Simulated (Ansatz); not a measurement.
Litharge PbO was calculated with HSE06 (Ansatz, an electronic-structure program, plane waves, PAW).

Numerical settings: plane-wave cutoff 460 eV, 6×6×6 k mesh, Fermi–Dirac smearing 0.01 eV, scalar-relativistic PAW data made under PBE.

Cell (measured lattice):

Space group P4/nmm, origin choice 1 (No. 129); a = 3.975 Å, b = 3.975 Å, c = 5.023 Å, α = 90.00°, β = 90.00°, γ = 90.00°

| atom | site | symmetry | x | y | z |
|---|---|---|---|---|---|
| Pb | 2c | 4mm | 0.0000 | 0.5000 | 0.2368 |
| O | 2a | -4m2 | 0.0000 | 0.0000 | 0.0000 |

Task: Predict the band gap, smallest direct gap on the k points sampled and direct gap at Γ.

Result: 
- band gap = 1.86 eV
- smallest direct gap on the k points sampled = 3.25 eV
- direct gap at Γ = 3.26 eV

Note: cell and atoms aren't relaxed at this level (largest force component 0.33 eV/Å, pressure 0.5 GPa).

Spin–orbit coupling is not included; with these elements it can move the gap by several tenths of an eV or more.

Static lattice: no zero-point or thermal effects.

The result took about 5 core-minutes (a rough figure).
